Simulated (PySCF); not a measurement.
**Broadened absorption spectrum of C5H8O**

Species: C₅H₈O.
SMILES: `CC(=O)C1CC1`

Computed, not measured: TDDFT B3LYP/def2-SVPD, vertical, gas phase, core orbitals frozen in the response (PySCF). Geometry: GFN2-xTB, one conformer, isolated molecule. Torsions of this conformer, `[CH3:1][C:2](=[O:3])[CH:4]1[CH2:5][CH2:6]1`: C1–C2–C4–C5 -146°.

Broadening: Gaussians 0.3 eV wide at half height, area fixed by f = 4.319×10⁻⁹ ∫ε dν̃. The width is an assumption, not a result. The curve ends short of the highest state used, and states not computed would add to its high-energy end.

```json
{"E (eV)": "4.09", "ε (L mol⁻¹ cm⁻¹)": "0"}
{"E (eV)": "4.20", "ε (L mol⁻¹ cm⁻¹)": "0"}
{"E (eV)": "4.31", "ε (L mol⁻¹ cm⁻¹)": "0"}
{"E (eV)": "4.42", "ε (L mol⁻¹ cm⁻¹)": "1"}
{"E (eV)": "4.53", "ε (L mol⁻¹ cm⁻¹)": "2"}
{"E (eV)": "4.64", "ε (L mol⁻¹ cm⁻¹)": "1"}
{"E (eV)": "4.75", "ε (L mol⁻¹ cm⁻¹)": "0"}
{"E (eV)": "4.85", "ε (L mol⁻¹ cm⁻¹)": "0"}
{"E (eV)": "4.96", "ε (L mol⁻¹ cm⁻¹)": "0"}
{"E (eV)": "5.07", "ε (L mol⁻¹ cm⁻¹)": "0"}
{"E (eV)": "5.18", "ε (L mol⁻¹ cm⁻¹)": "0"}
{"E (eV)": "5.29", "ε (L mol⁻¹ cm⁻¹)": "0"}
{"E (eV)": "5.40", "ε (L mol⁻¹ cm⁻¹)": "0"}
{"E (eV)": "5.51", "ε (L mol⁻¹ cm⁻¹)": "0"}
{"E (eV)": "5.62", "ε (L mol⁻¹ cm⁻¹)": "0"}
{"E (eV)": "5.73", "ε (L mol⁻¹ cm⁻¹)": "0"}
{"E (eV)": "5.84", "ε (L mol⁻¹ cm⁻¹)": "0"}
{"E (eV)": "5.95", "ε (L mol⁻¹ cm⁻¹)": "0"}
{"E (eV)": "6.06", "ε (L mol⁻¹ cm⁻¹)": "0"}
{"E (eV)": "6.17", "ε (L mol⁻¹ cm⁻¹)": "9"}
{"E (eV)": "6.28", "ε (L mol⁻¹ cm⁻¹)": "108"}
{"E (eV)": "6.39", "ε (L mol⁻¹ cm⁻¹)": "600"}
{"E (eV)": "6.50", "ε (L mol⁻¹ cm⁻¹)": "1589"}
{"E (eV)": "6.61", "ε (L mol⁻¹ cm⁻¹)": "2150"}
{"E (eV)": "6.72", "ε (L mol⁻¹ cm⁻¹)": "2774"}
{"E (eV)": "6.83", "ε (L mol⁻¹ cm⁻¹)": "7278"}
{"E (eV)": "6.94", "ε (L mol⁻¹ cm⁻¹)": "14365"}
{"E (eV)": "7.05", "ε (L mol⁻¹ cm⁻¹)": "14267"}
{"E (eV)": "7.16", "ε (L mol⁻¹ cm⁻¹)": "7883"}
{"E (eV)": "7.27", "ε (L mol⁻¹ cm⁻¹)": "4646"}
```

Task: Locate the maxima and give the states behind the curve.

Result: 177 nm (6.99 eV), ε about 16000, made up of S3 (96%) (ε in L mol⁻¹ cm⁻¹; maxima over ε = 5, shares over 10%). The states used: S1 4.54 eV (f 0.0000); S2 6.59 eV (f 0.022); S3 6.99 eV (f 0.167); S4 7.00 eV (f 0.0053); S5 7.28 eV (f 0.013); S6 7.37 eV (f 0.031); S7 7.38 eV (f 0.0010); S8 7.87 eV (f 0.0003).

Task: On this curve, what absorbance would a 10⁻⁴ mol/L sample give at 193 nm over a 1 cm path?

Result: 193 nm is 6.424 eV, where ε is about 880 L mol⁻¹ cm⁻¹, so A = ε c l ≈ 0.088 (Beer–Lambert, with the gas-phase spectrum and the assumed width).

Task: What would ε be at 6.99 eV, the highest of these maxima, with half the width (0.15 eV)?

Result: About 31000 L mol⁻¹ cm⁻¹ against 15600, a factor of about 1.98; a lone state at its own centre would give exactly 2.

Task: Coming from long wavelengths, where does ε first pass 100 L mol⁻¹ cm⁻¹?

Result: At about 198 nm (6.28 eV), 1.74 eV above S1.

Time: 16 s. Hardware: x86-64 server, one thread, shared host.
